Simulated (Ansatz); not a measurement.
The reference is InAs in the zinc blende structure (space group F-43m, No. 216).

```
InAs
1.0
    0.00000     3.09331     3.09331
    3.09331     0.00000     3.09331
    3.09331     3.09331     0.00000
As In
1 1
Direct
  0.75000   0.75000   0.75000
  0.00000   0.00000   0.00000
```

All numbers come from plane-wave PAW DFT at the PBE level (Ansatz, an electronic-structure program, 420 eV), no spin-orbit coupling, earlier PAW set.

It is then changed as follows: full substitution In → Ga, then cell and atoms are relaxed.

Measured lattice parameter a: InAs 6.047 Å (static lattice; corrected from measurement; as listed in Daniel Mejia-Rodriguez, S. B. Trickey, Phys. Rev. B (2018)); GaAs 5.64 Å (static lattice; corrected from measurement; as listed in Daniel Mejia-Rodriguez, S. B. Trickey, Phys. Rev. B (2018)).

Q: How well does PBE reproduce the measured shift?

A: With PBE the lattice parameter a moves by -0.441 Å (6.187 → 5.746) against -0.407 Å measured.

Whether these cells are dynamically stable was not tested. All final runs are without spin polarisation.
